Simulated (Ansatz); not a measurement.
Species: F$_{2}$, charge 0, singlet. F2 (SMILES FF).
B3LYP-D3(BJ)/def2-TZVP minimum from Ansatz (a quantum-chemistry and plane-wave program):
```
F
F 1 1.3965
```
Charge 0, spin multiplicity 1.

Hartree-Fock and MP2 correlation energies in hartree (Ansatz). Radicals and triplets start from unrestricted determinants; spin-orbit coupling is neglected. Cores are frozen in correlated methods. No relativity. The restricted determinant of F2 (FF, singlet) is unstable towards broken spin symmetry in at least one set run.

| basis | X | E(HF) | E(corr, MP2) |
|---|---|---|---|
| cc-pVTZ | 3 | -198.75395 | -0.52069 |
| cc-pVQZ | 4 | -198.77020 | -0.56776 |
| cc-pV5Z | 5 | -198.77469 | withheld |

**Question.** Fit E(corr) = E∞ + A/X³ to X = 3 and 4, predict X = 5, and compare with the run.

**Answer.** A = (-0.52069 - (-0.56776))/(1/27 - 1/64) = 2.1983; E∞ = -0.56776 - A/64 = -0.60211; at X = 5, E∞ + A/125 = -0.58452. The run gave -0.58778, 3.26 mEh below the prediction. The same form on X = 4 and 5 gives E∞ = -0.60878, 6.68 mEh below the first estimate.
